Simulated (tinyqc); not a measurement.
Inside a calculation. Method: MP2 on RHF in the sto-3g basis, frozen core, for HF, spin multiplicity 1. One step of it, computed by the program tinyqc.

Problem. Iteration 1: building the Fock matrix. J_ij = sum D_kl (ij|kl), K_ij = sum D_kl (ik|jl); F = H + J - 0.5 K; E = tr D H + tr D J / 2 - 0.25 tr D K + E_nn.

D at the start, lower triangle:
```
            1F 1s      1F 2s    1F 2px    1F 2py    1F 2pz     2H 1s
1F 1s    2.156742
1F 2s   -0.503343   2.130783
1F 2px   0.000000   0.000000  1.637174
1F 2py   0.000000   0.000000  0.000000  1.637174
1F 2pz   0.017912  -0.104220  0.000000  0.000000  1.497830
2H 1s   -0.017521   0.034023  0.000000  0.000000  0.159611  1.031715
```

core Hamiltonian H = T + V (hartree), lower triangle:
```
             1F 1s       1F 2s     1F 2px     1F 2py     1F 2pz      2H 1s
1F 1s   -40.637477
1F 2s    -9.535429  -11.108619
1F 2px    0.000000    0.000000  -8.760886
1F 2py    0.000000    0.000000   0.000000  -8.760886
1F 2pz   -0.016961   -0.199287   0.000000   0.000000  -8.895473
2H 1s    -2.263454   -4.493790   0.000000   0.000000  -2.829863  -5.690053
```

Two-electron integrals (ij|kl) in chemists' order, unique and non-zero (hartree):
```
(11|11) 5.403501   (21|11) 0.841920   (21|21) 0.156299   (22|11) 1.268028
(22|21) 0.292344   (22|22) 0.926167   (31|31) 0.027998   (32|31) 0.043169
(32|32) 0.204588   (33|11) 1.264502   (33|21) 0.292403   (33|22) 0.925959
(33|33) 0.997514   (41|41) 0.027998   (42|41) 0.043169   (42|42) 0.204588
(43|43) 0.053770   (44|11) 1.264502   (44|21) 0.292403   (44|22) 0.925959
(44|33) 0.889973   (44|44) 0.997514   (51|51) 0.027998   (52|51) 0.043169
(52|52) 0.204588   (53|53) 0.053770   (54|54) 0.053770   (55|11) 1.264502
(55|21) 0.292403   (55|22) 0.925959   (55|33) 0.889973   (55|44) 0.889973
(55|55) 0.997514   (61|11) 0.202011   (61|21) 0.037141   (61|22) 0.068879
(61|33) 0.068781   (61|44) 0.068781   (61|51) 0.001492   (61|52) 0.002780
(61|55) 0.069085   (61|61) 0.008914   (62|11) 0.465782   (62|21) 0.108632
(62|22) 0.378752   (62|33) 0.373556   (62|44) 0.373556   (62|51) 0.007281
(62|52) 0.054716   (62|55) 0.388793   (62|61) 0.026104   (62|62) 0.183837
(63|31) 0.011915   (63|32) 0.068531   (63|53) 0.011760   (63|63) 0.028579
(64|41) 0.011915   (64|42) 0.068531   (64|54) 0.011760   (64|64) 0.028579
(65|11) 0.296263   (65|21) 0.070050   (65|22) 0.261694   (65|33) 0.250160
(65|44) 0.250160   (65|51) 0.016088   (65|52) 0.105063   (65|55) 0.284472
(65|61) 0.017608   (65|62) 0.155640   (65|65) 0.159590   (66|11) 0.579465
(66|21) 0.137355   (66|22) 0.548103   (66|33) 0.528734   (66|44) 0.528734
(66|51) 0.012742   (66|52) 0.130455   (66|55) 0.586197   (66|61) 0.033284
(66|62) 0.325302   (66|65) 0.319953   (66|66) 0.774606
```

nuclear repulsion = 5.51226261 hartree

Give: Coulomb J; exchange K; Fock matrix F; total energy of this density.

Solution.

Coulomb J (hartree), lower triangle:
```
          1F 1s   1F 2s  1F 2px  1F 2py  1F 2pz   2H 1s
1F 1s   20.2598
1F 2s    3.8469  9.5052
1F 2px   0.0000  0.0000  9.4774
1F 2py   0.0000  0.0000  0.0000  9.4774
1F 2pz   0.0107  0.1307  0.0000  0.0000  9.5337
2H 1s    0.9147  3.8935  0.0000  0.0000  2.7410  5.7842
```

exchange K (hartree), lower triangle:
```
          1F 1s   1F 2s  1F 2px  1F 2py  1F 2pz   2H 1s
1F 1s   11.2782
1F 2s    1.9536  3.2217
1F 2px   0.0000  0.0000  2.2920
1F 2py   0.0000  0.0000  0.0000  2.2920
1F 2pz   0.0172  0.1370  0.0000  0.0000  2.3851
2H 1s    0.5088  1.5512  0.0000  0.0000  0.9877  1.6077
```

Fock matrix F (hartree), lower triangle:
```
           1F 1s    1F 2s   1F 2px   1F 2py   1F 2pz    2H 1s
1F 1s   -26.0168
1F 2s    -6.6653  -3.2143
1F 2px    0.0000   0.0000  -0.4295
1F 2py    0.0000   0.0000   0.0000  -0.4295
1F 2pz   -0.0148  -0.1371   0.0000   0.0000  -0.5543
2H 1s    -1.6032  -1.3759   0.0000   0.0000  -0.5828  -0.7097
```

total energy of this density = -99.537627 hartree

This density is the starting one; it is not idempotent, so its energy is not variational and may lie below the converged one.
